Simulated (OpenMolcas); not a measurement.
# SiH3O (SMILES [O][SiH3]), step by step

We compute a single-point energy (ROHF/STO-3G), then the energy (CASSCF(3,3)/STO-3G), then a single-point energy (CASPT2(3,3)/STO-3G), then a single-point energy (SC-NEVPT2(3,3)/STO-3G), then the energy (MRCI(3,3)/STO-3G) of SiH3O. 

Program for the calculation: OpenMolcas 26.06.

1 further run of the same task is left out (set aside as unsound or not needed).

## (1) Starting point

SiH3O has 5 atoms, charge 0, and is taken as a doublet. SMILES: `[O][SiH3]`. The Si2–H5 distance was set to 2.618 Å, away from the relaxed value. At this shape a bond of the SMILES string is far longer than usual.

Bond lengths: O1–Si2 1.530 Å, Si2–H3 1.490 Å, Si2–H4 1.494 Å. Angles: O1–Si2–H3 115.3°, O1–Si2–H4 114.5°, H3–Si2–H4 104.6°.

## (2) The energy at ROHF/STO-3G (run 1)

File step1.inp:

```
&GATEWAY
 BasLib=$CurrDir
 Coord
 5
 angstrom
 O       -2.153902      -0.570736       0.581753
 Si      -0.803142      -0.830746      -0.088587
 H       -0.857942      -1.080986      -1.555947
 H       -0.051402      -1.997846       0.464473
 H        0.917210       1.125960       0.164480
 Basis=STO-3G
 Group=NoSym

&SEWARD

&SCF
 UHF
 Spin=2
 Scramble=0.25
 PrOrbitals=1 1

&RASSCF
 FileOrb=$Project.UnaOrb
 Spin=2
 Nactel=1 0 0
 Inactive=12
 Ras2=1
 OutOrbitals=Canonical
 OrbListing=Nothing
```

The basis set STO-3G is read from a file made from the Basis Set Exchange's data (not shown).

Command:

```sh
$ export MOLCAS_MEM=1860
$ pymolcas step1.inp > step1.log
```

Standard output:

```text
--- Start Module: gateway ---
[...]
--- Stop Module: gateway /rc=_RC_ALL_IS_WELL_ ---
[...]
      Basis functions           17
[...]
--- Start Module: scf ---
[...]
       Convergence after  33 Iterations
[...]
::    Total SCF energy                               -360.9523710793
[...]
      Total spin, S                                     0.5031015244
[...]
--- Stop Module: scf /rc=_RC_ALL_IS_WELL_ ---
[...]
--- Start Module: rasscf ---
[...]
      Number of active orbitals                  1
[...]
      Spin quantum number                      0.5
[...]
      Active orbitals                            1
[...]
      Number of CSFs                             1
[...]
      Number of root(s) required                 1
[...]
      Convergence after  7 iterations
[...]
      printout of CI-coefficients larger than  0.05 for root  1
      energy=    -360.952909
      conf/sym  1     Coeff  Weight
             1  u   1.00000 1.00000
      Natural orbitals and occupation numbers for root  1
      sym 1:   1.000000
      ************************************************************************************************************************
      *                                                    Final results                                                     *
[...]
::    RASSCF root number  1 Total energy:   -360.95290915
[...]
      Total electronic charge=   25.000000
      Total            charge=   -0.000000
[...]
      Dipole Moment (debye):
      Origin of the operator (angstrom)=   -1.2110   -0.7307    0.1254
                   X=  1.9909E+00               Y=  2.2370E-01               Z= -7.3802E-01           Total=  2.1350E+00
      Quadrupole Moment (debye*angstrom):
[...]
--- Stop Module: rasscf /rc=_RC_ALL_IS_WELL_ ---
[...]
```

Wall time 5.1 s (1 thread of Intel Xeon Platinum 8259CL at 2.50GHz (Skylake/Cascade Lake), shared host); peak memory 0.37 GiB.

## (3) The energy at CASSCF(3,3)/STO-3G (run 2)

File step2.input:

```
&gateway
  baslib
  $CurrDir
  coord
  5
  angstrom
  O       -2.153902      -0.570736       0.581753
  Si      -0.803142      -0.830746      -0.088587
  H       -0.857942      -1.080986      -1.555947
  H       -0.051402      -1.997846       0.464473
  H        0.917210       1.125960       0.164480
  basis
  STO-3G
  group
  NoSym

&seward

&rasscf
  fileorb
  $CurrDir/step1.RasOrb
  spin
  2
  nactel
  3 0 0
  inactive
  11
  ras2
  3
  orblisting
  Nothing
  orbappear
  Compact
```

The basis set STO-3G is read from a file made from the Basis Set Exchange's data (not shown).

Command:

```sh
$ export MOLCAS_MEM=1860
$ pymolcas step2.input > step2.log
```

Standard output:

```text
--- Start Module: gateway ---
[...]
--- Stop Module: gateway /rc=_RC_ALL_IS_WELL_ ---
--- Start Module: seward ---
[...]
      Basis functions           17
--- Stop Module: seward /rc=_RC_ALL_IS_WELL_ ---
[...]
--- Start Module: rasscf ---
[...]
      Number of active orbitals                  3
[...]
      Spin quantum number                      0.5
[...]
      Active orbitals                            3
[...]
      Number of CSFs                             8
[...]
      Number of root(s) required                 1
[...]
      Convergence after 15 iterations
[...]
      printout of CI-coefficients larger than  0.05 for root  1
      energy=    -361.028678
      conf/sym  111     Coeff  Weight
             1  2u0  -0.91800 0.84272
             4  udu   0.17493 0.03060
             5  02u   0.08733 0.00763
             6  uud   0.10053 0.01011
             7  u02  -0.07639 0.00583
             8  0u2  -0.31619 0.09998
      Natural orbitals and occupation numbers for root  1
      sym 1:   1.736729   1.001706   0.261565
      ************************************************************************************************************************
      *                                                    Final results                                                     *
[...]
::    RASSCF root number  1 Total energy:   -361.02867777
[...]
      Total electronic charge=   25.000000
      Total            charge=   -0.000000
[...]
      Dipole Moment (debye):
      Origin of the operator (angstrom)=   -1.2110   -0.7307    0.1254
                   X=  1.3798E+00               Y=  2.9166E-01               Z= -4.6160E-01           Total=  1.4839E+00
      Quadrupole Moment (debye*angstrom):
[...]
--- Stop Module: rasscf /rc=_RC_ALL_IS_WELL_ ---
[...]
```

It took 3.3 s on 1 thread of Intel Xeon Platinum 8259CL at 2.50GHz (Skylake/Cascade Lake), shared host; peak memory 0.37 GiB.

## (4) A single-point energy at CASPT2(3,3)/STO-3G (run 3)

File step3.input:

```
&gateway
 baslib=$CurrDir
 coord
 5
 angstrom
 O       -2.153902      -0.570736       0.581753
 Si      -0.803142      -0.830746      -0.088587
 H       -0.857942      -1.080986      -1.555947
 H       -0.051402      -1.997846       0.464473
 H        0.917210       1.125960       0.164480
 basis=STO-3G
 group=NoSym

&seward

&rasscf
 fileorb=$CurrDir/step2.RasOrb
 spin=2
 nactel=3 0 0
 inactive=11
 ras2=3
 orblisting=Nothing
 orbappear=Compact

&caspt2
 imaginary=0.1
 frozen=6
```

The basis set STO-3G is read from a file made from the Basis Set Exchange's data (not shown).

Command:

```sh
$ export MOLCAS_MEM=1860
$ pymolcas step3.input > step3.log
```

Standard output:

```text
--- Start Module: gateway ---
[...]
--- Stop Module: gateway /rc=_RC_ALL_IS_WELL_ ---
[...]
      Basis functions           17
[...]
--- Start Module: rasscf ---
[...]
      Number of active orbitals                  3
[...]
      Spin quantum number                      0.5
[...]
      Active orbitals                            3
[...]
      Number of CSFs                             8
[...]
      Number of root(s) required                 1
[...]
      Convergence after  4 iterations
[...]
      printout of CI-coefficients larger than  0.05 for root  1
      energy=    -361.028678
      conf/sym  111     Coeff  Weight
             1  2u0  -0.91800 0.84272
             4  udu   0.17493 0.03060
             5  02u   0.08733 0.00763
             6  uud   0.10053 0.01011
             7  u02  -0.07639 0.00583
             8  0u2  -0.31619 0.09998
      Natural orbitals and occupation numbers for root  1
      sym 1:   1.736731   1.001706   0.261564
      ************************************************************************************************************************
      *                                                    Final results                                                     *
[...]
::    RASSCF root number  1 Total energy:   -361.02867777
[...]
      Total electronic charge=   25.000000
      Total            charge=   -0.000000
[...]
      Dipole Moment (debye):
      Origin of the operator (angstrom)=   -1.2110   -0.7307    0.1254
                   X=  1.3799E+00               Y=  2.9165E-01               Z= -4.6168E-01           Total=  1.4840E+00
      Quadrupole Moment (debye*angstrom):
[...]
--- Stop Module: rasscf /rc=_RC_ALL_IS_WELL_ ---
--- Start Module: caspt2 ---
[...]
 ###    WARNING: User changed nr of frozen orbitals.                         ###
 ###############################################################################
[...]
      E2 (Variational):          -0.0562645120
      Total energy:            -361.0849422845
[...]
      Reference weight:           0.97056
[...]
::    CASPT2 Root  1     Total energy:   -361.08494228
[...]
--- Stop Module: caspt2 /rc=_RC_ALL_IS_WELL_ ---
[...]
```

Run time: 2.3 s. Hardware: 1 thread of Intel Xeon Platinum 8259CL at 2.50GHz (Skylake/Cascade Lake), shared host; peak memory 0.37 GiB.

## (5) A single-point energy at SC-NEVPT2(3,3)/STO-3G (run 4)

File step4.input:

```
* H3OSi NEVPT2
>>> EXPORT MOLCAS_PRINT=2

&GATEWAY
  BasLib
  $CurrDir
  Coord
  5
  angstrom
  O       -2.153902      -0.570736       0.581753
  Si      -0.803142      -0.830746      -0.088587
  H       -0.857942      -1.080986      -1.555947
  H       -0.051402      -1.997846       0.464473
  H        0.917210       1.125960       0.164480
  Basis
  STO-3G
  Group
  NoSym

&SEWARD

&RASSCF
  FileOrb
  $CurrDir/step2.RasOrb
  Spin
  2
  Nactel
  3 0 0
  Inactive
  11
  Ras2
  3
  OrbListing
  Nothing
  OrbAppear
  Compact

&CASPT2
  SC-NEVPT2
  Frozen
  6
```

The basis set STO-3G is read from a file made from the Basis Set Exchange's data (not shown).

Command:

```sh
$ export MOLCAS_MEM=1860
$ pymolcas step4.input > step4.log
```

Standard output:

```text
--- Start Module: gateway ---
[...]
--- Stop Module: gateway /rc=_RC_ALL_IS_WELL_ ---
[...]
      Basis functions           17
[...]
--- Start Module: rasscf ---
[...]
      Number of active orbitals                  3
[...]
      Spin quantum number                      0.5
[...]
      Active orbitals                            3
[...]
      Number of CSFs                             8
[...]
      Number of root(s) required                 1
[...]
      Convergence after  4 iterations
[...]
      printout of CI-coefficients larger than  0.05 for root  1
      energy=    -361.028678
      conf/sym  111     Coeff  Weight
             1  2u0  -0.91800 0.84272
             4  udu   0.17493 0.03060
             5  02u   0.08733 0.00763
             6  uud   0.10053 0.01011
             7  u02  -0.07639 0.00583
             8  0u2  -0.31619 0.09998
      Natural orbitals and occupation numbers for root  1
      sym 1:   1.736731   1.001706   0.261564
      ************************************************************************************************************************
      *                                                    Final results                                                     *
[...]
::    RASSCF root number  1 Total energy:   -361.02867777
[...]
      Total electronic charge=   25.000000
      Total            charge=   -0.000000
[...]
      Dipole Moment (debye):
      Origin of the operator (angstrom)=   -1.2110   -0.7307    0.1254
                   X=  1.3799E+00               Y=  2.9165E-01               Z= -4.6168E-01           Total=  1.4840E+00
      Quadrupole Moment (debye*angstrom):
[...]
--- Stop Module: rasscf /rc=_RC_ALL_IS_WELL_ ---
--- Start Module: caspt2 ---
[...]
 ###    WARNING: User changed nr of frozen orbitals.                         ###
 ###############################################################################
[...]
      E2 (Variational):          -0.0548704217
[...]
      E2 (Variational):          -0.0547650613
      Total energy:            -361.0834428337
[...]
      Reference weight:           0.97224
[...]
::    SC-NEVPT2 Root  1     Total energy:   -361.08344283
[...]
--- Stop Module: caspt2 /rc=_RC_ALL_IS_WELL_ ---
[...]
```

Run time: 2.8 s. Hardware: 1 thread of Intel Xeon Platinum 8259CL at 2.50GHz (Skylake/Cascade Lake), shared host; peak memory 0.37 GiB.

## (6) The energy at MRCI(3,3)/STO-3G (run 5)

File step5.input:

```
&GATEWAY
  BasLib = $CurrDir
  Coord
  5
  angstrom
  O       -2.153902      -0.570736       0.581753
  Si      -0.803142      -0.830746      -0.088587
  H       -0.857942      -1.080986      -1.555947
  H       -0.051402      -1.997846       0.464473
  H        0.917210       1.125960       0.164480
  Basis = STO-3G
  Group = NoSym

&SEWARD

&RASSCF
  FileOrb = $CurrDir/step2.RasOrb
  Spin = 2
  Nactel = 3 0 0
  Inactive = 11
  Ras2 = 3
  OrbListing = Nothing
  OrbAppear = Compact

&MOTRA
  LumOrb
  Frozen = 6

&GUGA
  Electrons = 13
  Spin = 2
  Inactive = 5
  Active = 3
  CIAll = 1

&MRCI
  SDCI
```

The basis set STO-3G is read from a file made from the Basis Set Exchange's data (not shown).

Command:

```sh
$ export MOLCAS_MEM=1860
$ pymolcas step5.input > step5.log
```

Standard output:

```text
--- Start Module: gateway ---
[...]
--- Stop Module: gateway /rc=_RC_ALL_IS_WELL_ ---
[...]
      Basis functions           17
[...]
      Number of active orbitals                  3
[...]
      Spin quantum number                      0.5
[...]
      Active orbitals                            3
[...]
      Number of CSFs                             8
[...]
      Number of root(s) required                 1
[...]
      Convergence after  4 iterations
[...]
      printout of CI-coefficients larger than  0.05 for root  1
      energy=    -361.028678
      conf/sym  111     Coeff  Weight
             1  2u0  -0.91800 0.84272
             4  udu   0.17493 0.03060
             5  02u   0.08733 0.00763
             6  uud   0.10053 0.01011
             7  u02  -0.07639 0.00583
             8  0u2  -0.31619 0.09998
      Natural orbitals and occupation numbers for root  1
      sym 1:   1.736731   1.001706   0.261564
      ************************************************************************************************************************
      *                                                    Final results                                                     *
[...]
::    RASSCF root number  1 Total energy:   -361.02867777
[...]
      Dipole Moment (debye):
      Origin of the operator (angstrom)=   -1.2110   -0.7307    0.1254
                   X=  1.3799E+00               Y=  2.9165E-01               Z= -4.6168E-01           Total=  1.4840E+00
      Quadrupole Moment (debye*angstrom):
[...]
      *** WARNING: Default frozen orbitals is overwritten by user input.
      *** Default values:   3
[...]
--- Start Module: guga ---
[...]
--- Stop Module: guga /rc=_RC_ALL_IS_WELL_ ---
--- Start Module: mrci ---
[...]
       (But an ACPF correction will be computed)
       USE THE DEFAULT ACPF G-VALUE GFAC=  0.15384615384615385
[...]
                      CI ENERGY:  -361.10515336
[...]
                ACPF CORRECTION:    -0.00416261
[...]
      Total electronic charge=   25.000000
      Total            charge=   -0.000000
[...]
     ACPF CORRECTION:     -0.00416261
[...]
  CI State   1     Total energy:   -361.10515336     QDav:     -0.00496862     QACPF:     -0.00416261
[...]
--- Stop Module: mrci /rc=_RC_ALL_IS_WELL_ ---
[...]
```

It took 3.6 s on 1 thread of Intel Xeon Platinum 8259CL at 2.50GHz (Skylake/Cascade Lake), shared host; peak memory 0.37 GiB.

## (7) Outcome

| quantity | value |
| --- | --- |
| run 1, ROHF/STO-3G: total energy | -360.95291 Eh |
| run 1, ROHF/STO-3G: dipole moment | 2.14 D |
| run 2, CASSCF(3,3)/STO-3G: total energy | -361.02868 Eh |
| run 2, CASSCF(3,3)/STO-3G: dipole moment (CASSCF density) | 1.48 D |
| run 3, CASPT2(3,3)/STO-3G: total energy | -361.08494 Eh |
| run 3, CASPT2(3,3)/STO-3G: dipole moment (CASSCF density) | 1.48 D |
| run 4, SC-NEVPT2(3,3)/STO-3G: total energy | -361.08344 Eh |
| run 4, SC-NEVPT2(3,3)/STO-3G: dipole moment (CASSCF density) | 1.48 D |
| run 5, MRCI(3,3)/STO-3G: total energy | -361.10515 Eh |
| run 5, MRCI(3,3)/STO-3G: dipole moment (CASSCF density) | 1.48 D |

In words: Mulliken charges (run 2, CASSCF(3,3)/STO-3G) run from -0.37 on O1 to +0.71 on Si2. Mulliken charges (run 3, CASPT2(3,3)/STO-3G) of the CASSCF density run from -0.37 on O1 to +0.71 on Si2. Mulliken charges (run 4, SC-NEVPT2(3,3)/STO-3G) of the CASSCF density run from -0.37 on O1 to +0.71 on Si2.
